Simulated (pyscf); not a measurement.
# Four-centre exchange: Cl–C:–Cl (SMILES Cl[C]Cl) [singlet] + HCl (SMILES Cl) → HCl (SMILES Cl) + Cl–C:–Cl (SMILES Cl[C]Cl) [singlet]

Gas phase, singlet surface, charge 0. Bonds broken: Cl1–C2, Cl4–H5. Bonds formed: Cl1–H5, C2–Cl4. PySCF, gas phase, ωB97X-D3(BJ)/def2-SVP geometries. Correlated levels are frozen-core, on RHF or UHF. ΔMP2 is the change of the MP2 total energy from the triple- to the quadruple-zeta basis.

Transition state (Å):

```xyz
5

Cl     0.2503     1.9040    -0.0353
C      1.1388     0.1327    -0.8714
Cl     1.5294    -0.8172     0.4848
Cl    -0.8815    -0.4345    -1.3476
H     -0.7702     0.9462    -0.6768
```

One imaginary mode, 962i cm⁻¹; descent along it reached the two sides named, in the forms told below.

```json
[
 {"bond": "Cl1–C2", "change": "breaks", "reactant side (Å)": "1.692", "saddle": "2.151", "product side": "3.3"},
 {"bond": "Cl4–H5", "change": "breaks", "reactant side (Å)": "1.311", "saddle": "1.539", "product side": "3.2"},
 {"bond": "Cl1–H5", "change": "forms", "reactant side (Å)": "3.2", "saddle": "1.540", "product side": "1.311"},
 {"bond": "C2–Cl4", "change": "forms", "reactant side (Å)": "3.3", "saddle": "2.152", "product side": "1.693"}
]
```

Electronic energies relative to the separated reactants (kcal/mol):

```tsv
level	barrier	reaction energy	reverse barrier
ωB97X-D3(BJ)/def2-TZVP	29.4	0.0	29.4
PBE/def2-TZVP	16.5	0.0	16.5
r²SCAN/def2-TZVP	18.3	0.0	18.3
B3LYP-D3(BJ)/def2-TZVP	23.2	0.0	23.2
PBE0-D3(BJ)/def2-TZVP	22.1	0.0	22.1
M06-2X/def2-TZVP	27.3	0.0	27.3
ωB97M-D3(BJ)/def2-TZVP	29.3	0.0	29.3
HF/def2-TZVP	52.4	0.0	52.4
MP2/def2-QZVPP	25.6	0.0	25.6
CCSD/def2-TZVPP	35.5	0.0	35.5
CCSD(T)/def2-TZVPP	30.0	0.0	30.0
CCSD(T)/def2-TZVPP + ΔMP2(QZVPP)	29.1	0.0	29.1
```

With CCSD(T)/def2-TZVPP + ΔMP2(QZVPP) energies and thermal terms (ideal gas, 1 atm, RRHO with modes under 100 cm⁻¹ raised to 100, one conformer, R ln 2 for rigid chiral ones), in kcal/mol:

```tsv
T (K)	ΔH‡	ΔG‡	ΔH	ΔG
298	27.2	37.0	0.0	0.0
600	27.5	46.9	0.0	0.0
900	28.0	56.5	0.0	0.0
1200	28.6	65.9	0.0	0.0
```

On the reactant side the descent ends in a complex (not fully relaxed), 6.0 kcal/mol under the separated species and 35.3 kcal/mol under the saddle at ωB97X-D3(BJ)/def2-TZVP. On the product side the descent ends in a complex (not fully relaxed), 6.0 kcal/mol under the separated species and 35.3 kcal/mol under the saddle at ωB97X-D3(BJ)/def2-TZVP. One saddle was located; it need not be the lowest between these sides. The CCSD(T) − MP2 part came from Ansatz, without density fitting, on the same reference.
